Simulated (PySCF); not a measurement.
ethylamine (C2H7N), SMILES CCN. Atoms are numbered in the order given.

```xyz
10

C      1.1842     0.4487     0.0154
C      0.0469    -0.5533    -0.1092
N     -1.2466     0.1246     0.0060
H      2.1521    -0.0418    -0.1031
H      1.0908     1.2288    -0.7414
H      1.1738     0.9295     0.9975
H      0.1878    -1.3546     0.6317
H      0.0849    -1.0266    -1.0937
H     -2.0105    -0.5337    -0.0913
H     -1.3398     0.5532     0.9206
```
Charge 0, spin multiplicity 1.

Geometry optimised at B3LYP-D3(BJ)/def2-TZVP. The values are those of a single conformer.

The numbers are results of PySCF with M06-2X/def2-TZVPD, not measurements.

ESP charges are fitted to the potential on shells at 1.4 to 2.0 van der Waals radii. Atomic charges (e):

```json
[
 {"atom": "C1", "IAO": "-0.42", "ESP fit": "-0.47"},
 {"atom": "C2", "IAO": "-0.13", "ESP fit": "0.42"},
 {"atom": "N3", "IAO": "-0.61", "ESP fit": "-0.92"},
 {"atom": "H4", "IAO": "0.14", "ESP fit": "0.10"},
 {"atom": "H5", "IAO": "0.15", "ESP fit": "0.14"},
 {"atom": "H6", "IAO": "0.13", "ESP fit": "0.13"},
 {"atom": "H7", "IAO": "0.11", "ESP fit": "-0.06"},
 {"atom": "H8", "IAO": "0.14", "ESP fit": "0.02"},
 {"atom": "H9", "IAO": "0.25", "ESP fit": "0.32"},
 {"atom": "H10", "IAO": "0.24", "ESP fit": "0.33"}
]
```
